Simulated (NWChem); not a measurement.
P, quartet

All runs: NWChem. Pople sets run with spherical d functions. Spin-unrestricted. No stability test was run on the SCF state. Total energies of different functionals are on different scales.

```csv
level,energy (Ha),highest occupied level (eV),"lowest empty minus highest occupied level, either spin (eV)",<S²>
B3LYP/6-31G*,-341.2553,-7.04,3.96,3.75
PBE/6-31G*,-341.0772,-6.20,2.60,3.75
BLYP/6-31G*,-341.2366,-5.85,2.09,3.75
"LDA (Slater exchange, PW92)/6-31G*",-339.9549,-6.18,2.22,3.75
LC-BLYP (range parameter 0.33 per bohr)/6-31G*,-341.0200,-9.57,8.92,3.75
TPSS/6-31G*,-341.2601,-6.35,2.80,3.75
BHandHLYP/6-31G*,-341.2456,-8.39,6.67,3.75
RPBE/6-31G*,-341.2110,-6.19,2.64,3.75
HCTH/407/6-31G*,-341.2804,-6.47,2.53,3.76
B97-D/6-31G*,-341.2414,(withheld),2.26,3.76
MPW1K/6-31G*,-341.2581,-8.41,6.58,3.75
```

### Question
What belongs in the gaps?

### Answer

- B97-D/6-31G*, highest occupied level (eV): -6.12
